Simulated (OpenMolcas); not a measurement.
**Potential curves of BO⁺: spin-free states**

Computed with OpenMolcas 26.06: state-averaged CASSCF(6,7) over O 2p, B 2s 2p, XMS-CASPT2 (IPEA 0.25, imaginary shift 0.2 hartree), scalar X2C, ANO-RCC-VTZP, then RASSI spin–orbit state interaction with atomic mean-field integrals. C2 symmetry about the axis (a holds Σ, Δ, Γ; b holds Π, Φ, H; Σ⁺ and Σ⁻ are not told apart); roots by multiplicity and irrep: 3b 6, 1b 2, 1a 7, 3a 6, 5b 2.

XMS-CASPT2 energies in eV from the lowest point. Curves are followed by energy order within each symmetry, so they are adiabatic and may change character at avoided crossings; Σ⁺ and Σ⁻ are counted together.

```csv
R (Å),(1)1Σ,(1)3Π,(1)1Π,(1)1Δ,(2)3Π
1.124,0.362,1.905,2.293,9.555,9.879
1.189,0.000,1.043,1.377,8.147,8.940
1.248,0.014,0.655,0.980,7.300,8.154
1.307,0.245,0.539,0.853,6.718,7.551
1.372,0.663,0.609,0.937,6.250,7.035
1.438,1.172,0.826,1.178,5.893,6.629
1.529,1.960,1.251,1.674,5.556,6.227
1.647,2.976,1.863,2.438,5.282,5.917
```

Q: With masses 15.995 and 11.009 u, fit the curves (1)1Σ, (1)1Π near their minima.

A: At XMS-CASPT2, Te from the lowest curve (the fit fixes ωe to a per cent or two; the method's Re and ωe can be off by some per cent):

```
curve  Te (cm⁻¹)  Re (Å)  ωe (cm⁻¹)
(1)1Σ          0   1.215     1803.5
(1)1Π       7100   1.313     1487.4
```

The 5 lowest clean curves are shown; the next is (1)5Π, from 5.92 eV. Left out for impure symmetry, kinks or missing points, though low: (1)3Σ, (2)1Σ, (2)3Σ. Only roots inside an energy window near the equilibrium distance were included, so the list of states is not complete; labels number the states computed. Each spin and symmetry block has orbitals of its own, averaged over its own roots, so gaps between blocks are less sure than gaps within one and near the minimum can be off by tenths of an eV, in bad cases by more. No Rydberg orbitals are active, so Rydberg states, and σ→σ* states whose orbital the CASSCF left unused, can be missing between those listed. CASPT2 splits the two components of degenerate states numerically, here by up to 115 cm⁻¹. No roots were computed in block 5a (none fell in the window or the block failed), so states of that kind are missing and can lie low or lowest. Points that failed a check (symmetry, reference weights, a jump) are left out.
